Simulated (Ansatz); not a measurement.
## H₃Ge–GeH, triplet: reading a ladder of total energies

Geometry: displaced at random from a stationary point.

```xyz
6

Ge    0.0014   -0.0150    1.1970
Ge    0.0005    0.0326   -1.2366
H     1.3040   -0.6911    1.6693
H    -0.0543    1.4208    1.6594
H    -1.3522   -0.7377    1.6476
H    -0.0330   -1.2573   -2.1229
```

Basis cc-pVDZ; Ansatz 0.2.0. Correlated methods freeze the noble-gas cores and the filled d shells of p-block atoms, which leaves 12 electrons in 46 orbitals. R marks a restricted (for open shells ROHF) determinant, U an unrestricted one. No spin–orbit coupling is included, and no scalar relativity.

Full CI isn't at hand for all of this; UCCSDT(Q) serves as the reference, and is uncertain by the last step of the cluster series or more.

UCCSD has a T1 diagnostic of 0.014 and a largest doubles amplitude of 0.04.

Runs differ by some tens of microhartree through their thresholds and, for an open shell, their frozen cores, so steps under 0.03 kcal/mol mean nothing.

Here the R and U totals at CCSDT(Q) differ by 0.23 kcal/mol, a measure of how far such totals hang on the determinant and its frozen core.

```csv
level,total energy (hartree)
UHF,-4152.943497
UMP2,-4153.106257
UCCSD,-4153.147351
UCCSD(T),-4153.152368
UCCSDT,-4153.153512
UCCSDT(Q),-4153.153710
```

Problem. What is the correlation energy at UCCSDT(Q), and what share of it do UMP2 and UCCSD(T) recover?

Solution. E(corr) = -4153.153710 − (-4152.943497) = -0.210213 hartree = -5.720 eV. UMP2: -0.162760 / -0.210213 = 77.43 %. UCCSD(T): -0.208871 / -0.210213 = 99.36 %.

Problem. By how many kcal/mol does UCCSD(T) miss UCCSDT(Q) (1 hartree = 627.509 kcal/mol), and which steps make up the rest?

Solution. -4153.152368 − (-4153.153710) = 0.001342 hartree = 0.84 kcal/mol. Steps: UCCSDT − UCCSD(T) = -0.72, UCCSDT(Q) − UCCSDT = -0.12 kcal/mol. Differences between like states or geometries often cancel part of this.
